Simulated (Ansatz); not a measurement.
Density of states of TiCuSn (P6_3mc, a = 4.367 Å, b = 4.367 Å, c = 6.101 Å, α = 90.00°, β = 90.00°, γ = 120.00°), in states per eV and primitive cell, averaged over bins of 0.5 eV. Method: DFT r2SCAN, scalar-relativistic, plane waves, PAW (Ansatz 0.2.0).

Settings: cutoff 500 eV, Γ-centred mesh 9×9×6 on the computed 6-atom cell, Gaussian smearing of 0.10 eV; no spin polarisation.

The cell is relaxed at this level. The states (both spins) are summed by tetrahedra on a 14×14×9 mesh at the self-consistent density. Energies are bin centres; the table starts no lower than −8 eV and ends at 6 eV, or lower where the solved bands end.

It is a metal at this level.

```
E − E_F (eV) total Ti 3d Cu 3d Sn 5p Ti 4s
       -6.30   1.34   0.12   0.13   0.64   0.12
       -5.80   2.55   0.25   0.41   1.15   0.17
       -5.30   2.48   0.24   0.78   0.92   0.15
       -4.80   3.79   0.28   2.10   1.03   0.15
       -4.30  13.48   0.59  10.44   2.03   0.17
       -3.80  16.68   0.47  15.59   0.22   0.08
       -3.30   6.62   0.46   4.93   0.65   0.08
       -2.80   3.65   0.56   1.44   1.21   0.09
       -2.30   4.38   1.26   0.96   1.76   0.07
       -1.80   2.94   1.02   0.58   1.10   0.02
       -1.30   3.38   1.66   0.51   0.93   0.04
       -0.80   4.01   2.66   0.43   0.64   0.08
       -0.30   2.44   1.89   0.17   0.20   0.03
        0.20   5.52   4.66   0.23   0.24   0.10
        0.70   6.34   5.52   0.19   0.25   0.09
        1.20   5.37   4.49   0.12   0.34   0.14
        1.70   5.46   4.19   0.11   0.59   0.07
```

The columns after the total are the main Löwdin projections on the occupied valence shells of the potentials; 5 others are left out. The rest of the total lies in those, in shells that are empty in the free atom, which aren't projected, and between the atoms.

Whether TiCuSn exists in this form wasn't checked.